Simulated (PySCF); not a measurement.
# Bond curve of MgAl

Set-up: Mg def2-TZVP, Al def2-TZVP; no relativity (PySCF 2.14). Energies in eV from Mg + Al in their ground configurations at the same level. All curves are PBE0. state 1: ²Π (doublet), unpaired electrons π ↑; state 2: ²Σ⁺ (doublet), unpaired electrons σ ↑, a second solution, started from another occupation; state 3: quartet, unpaired electrons σ ↑, π ↑↑, a second solution, started from another occupation; state 4: ⁴Π (quartet), unpaired electrons σ ↑↑, π ↑, a second solution, started from another occupation.

| R (Å) | state 1 | state 2 | state 3 | state 4 |
| --- | --- | --- | --- | --- |
| 2.491 | -0.2279 | 0.4857 | 0.7540 | 0.9698 |
| 2.607 | -0.3735 | 0.2033 | 0.7817 | 0.8592 |
| 2.723 | -0.4508 | 0.0118 | 0.8639 | 0.8235 |
| 2.810 | -0.4769 | -0.0868 | 0.9491 | 0.8324 |
| 2.897 | -0.4832 | -0.1560 | 1.0474 | 0.8635 |
| 2.984 | -0.4753 | -0.2020 | 1.1538 | 0.9110 |
| 3.100 | -0.4498 | -0.2365 | 1.3015 | 0.9921 |
| 3.245 | -0.4042 | -0.2496 | 1.4863 | 1.1106 |
| 3.418 | -0.3417 | -0.2391 | 1.6976 | 1.2639 |
| 3.650 | -0.2608 | -0.2052 | 1.9500 | 1.4688 |

**Question.** Put a parabola through the three lowest points of the state 1 curve and estimate Re, k and ωe (reduced mass 12.7 u; 1 eV/Å² = 0.16022 mdyn/Å; ωe = 1302.8·√(k/μ) cm⁻¹).

**Answer.** Through R = 2.81, 2.897, 2.984 Å the second-order coefficient is 0.938 eV/Å², so Re ≈ 2.892 Å, k ≈ 0.301 mdyn/Å and ωe ≈ 200 cm⁻¹. A polynomial fit of higher order to the unrounded PBE0 energies gives Re = 2.888 Å, k = 0.312 mdyn/Å, ωe = 204 cm⁻¹; anharmonicity and rounding make the difference.

The higher-order fit for each curve: state 1: Re = 2.888 Å, ωe = 204 cm⁻¹, De = 0.483 eV; state 2: Re = 3.251 Å, ωe = 142 cm⁻¹, minimum 0.250 eV below the ground-state fragments; state 4: Re = 2.737 Å, ωe = 282 cm⁻¹, minimum 0.82 eV above the ground-state fragments. State 3 gave no clean fit.

The state is the lowest determinant that a PBE0 search found; another state may lie lower at other levels.
